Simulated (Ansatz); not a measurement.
# CH3Cl3O: the cost of one run

The runs use Ansatz 0.2.0; RKS PBE0-D4/def2-SVPD.

2 further runs of the same task are left out: 2 set aside as unsound or not needed.

### 1 Starting geometry

8 atoms, charge 0, spin multiplicity 1.

Atoms are counted from 1 here; the program's logs count them from 0.

Bond lengths: O1–H2 0.972 Å, O1–H3 0.971 Å, Cl4–C5 1.785 Å, C5–Cl6 1.790 Å, C5–Cl7 1.785 Å, C5–H8 1.104 Å. Angles: H2–O1–H3 105.5°, Cl4–C5–Cl6 111.0°, Cl4–C5–Cl7 111.2°, Cl4–C5–H8 108.3°, Cl6–C5–Cl7 111.0°, Cl6–C5–H8 107.0°, Cl7–C5–H8 108.3°.

Coordinates:

```mol
CH3Cl3O
  3D, bonds by distance, orders not assigned

  8  6  0  0  0  0  0  0  0  0999 V2000
   -0.1238   -0.0516   -1.8666 O   0  0
    0.1915    0.7848   -2.2479 H   0  0
   -0.3868   -0.5988   -2.6247 H   0  0
   -1.5342   -0.2353    2.0490 Cl  0  0
    0.0482   -0.0513    1.2438 C   0  0
    0.6612    1.6227    1.4095 Cl  0  0
    1.2319   -1.2303    1.8722 Cl  0  0
   -0.0883   -0.2401    0.1647 H   0  0
  1  2  8  0
  1  3  8  0
  4  5  8  0
  5  6  8  0
  5  7  8  0
  5  8  8  0
M  END
```

### 2 Relaxation

Input file input.yaml:

```yaml
crystal:
  periodic: [false, false, false]
  atoms:
    - { symbol: O, position_ang: [-0.123794, -0.05163, -1.866627] }
    - { symbol: H, position_ang: [0.191516, 0.784827, -2.247869] }
    - { symbol: H, position_ang: [-0.386778, -0.598816, -2.624716] }
    - { symbol: Cl, position_ang: [-1.534168, -0.235257, 2.048966] }
    - { symbol: C, position_ang: [0.048221, -0.051332, 1.243804] }
    - { symbol: Cl, position_ang: [0.661216, 1.622682, 1.40954] }
    - { symbol: Cl, position_ang: [1.231944, -1.230275, 1.872195] }
    - { symbol: H, position_ang: [-0.088256, -0.240098, 0.164707] }
basis:
  gaussian: { orbitals: def2-SVPD }
hamiltonian:
  xc: pbe0
  dispersion: d4
output:
  forces: true
relax:
  f_tol: 0.003
  max_steps: 120
```

Command:

```sh
$ ansatz run input.yaml --threads 1 --pin off --max-ram 2560MiB --backend cpu --events-out ev --progress --plain --runs-dir out
```

What time and memory should one allow on 1 thread of Intel Xeon Platinum 8488C (Sapphire Rapids), shared host?

About 95 s, with a peak of 0.42 GiB.
